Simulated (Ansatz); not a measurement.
Worked example: correlation energy of H₂B–CH, triplet

Geometry: displaced at random from a stationary point.

```xyz
5

B     0.0045    0.0571    0.7509
C     0.0037   -0.1109   -0.7490
H     0.0517    1.1988    1.1848
H    -0.0511   -0.9216    1.4423
H    -0.0935    0.4322   -1.7566
```

Basis cc-pVDZ; Ansatz 0.2.0. Only valence electrons are correlated (noble-gas cores frozen), which leaves 10 electrons in 41 orbitals. R marks a restricted (for open shells ROHF) determinant, U an unrestricted one.

Full CI isn't at hand for all of this; UCCSDT(Q) serves as the reference, and is uncertain by about the last step of the cluster series.

Runs differ by some tens of microhartree through their thresholds and, for an open shell, their frozen cores, so steps under 0.03 kcal/mol mean nothing.

| level | total energy (hartree) |
| --- | --- |
| UHF | -64.193944 |
| UMP2 | -64.362710 |
| UCCSD | -64.398774 |
| UCCSD(T) | -64.403397 |
| UCCSDT | -64.404341 |
| UCCSDT(Q) | -64.404545 |

Q: What is the correlation energy at UCCSDT(Q), and what share of it do UMP2 and UCCSD(T) recover?

A: E(corr) = -64.404545 − (-64.193944) = -0.210601 hartree = -5.731 eV. UMP2: -0.168766 / -0.210601 = 80.14 %. UCCSD(T): -0.209453 / -0.210601 = 99.45 %.

Q: By how many kcal/mol does UCCSD(T) miss UCCSDT(Q) (1 hartree = 627.509 kcal/mol), and which steps make up the rest?

A: -64.403397 − (-64.404545) = 0.001148 hartree = 0.72 kcal/mol. Steps: UCCSDT − UCCSD(T) = -0.59, UCCSDT(Q) − UCCSDT = -0.13 kcal/mol. That is within 1 kcal/mol of the reference in this basis, which itself misses far more of the correlation at the basis-set limit.
